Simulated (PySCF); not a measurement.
Stretching S₂⁺

Set-up: basis S def2-SVP; no relativity; PySCF 2.14. Energies in eV from S⁺ + S in their ground configurations at the same level. State: ²Πg (doublet), unpaired electrons π ↑.

```csv
R (Å),B97-3,BP86
1.575,-3.060,-3.203
1.649,-4.297,-4.497
1.722,-4.981,-5.245
1.777,-5.228,-5.544
1.832,-5.305,-5.676
1.887,-5.253,-5.679
1.960,-5.038,-5.541
2.052,-4.618,-5.214
2.162,-3.992,-4.700
2.308,-3.085,-3.943
```

Q: Put a parabola through the three lowest points of the B97-3 curve and estimate Re, k and ωe (reduced mass 15.99 u; 1 eV/Å² = 0.16022 mdyn/Å; ωe = 1302.8·√(k/μ) cm⁻¹).

A: Through R = 1.777, 1.832, 1.887 Å the second-order coefficient is 21.3 eV/Å², so Re ≈ 1.837 Å, k ≈ 6.83 mdyn/Å and ωe ≈ 852 cm⁻¹. A polynomial fit of higher order to the unrounded B97-3 energies gives Re = 1.835 Å, k = 6.72 mdyn/Å, ωe = 845 cm⁻¹; anharmonicity and rounding make the difference.

The higher-order fit for each curve: B97-3: Re = 1.835 Å, ωe = 845 cm⁻¹, De = 5.31 eV; BP86: Re = 1.861 Å, ωe = 784 cm⁻¹, De = 5.69 eV.

The state is the lowest determinant that a PBE0 search found; another state may lie lower at other levels.
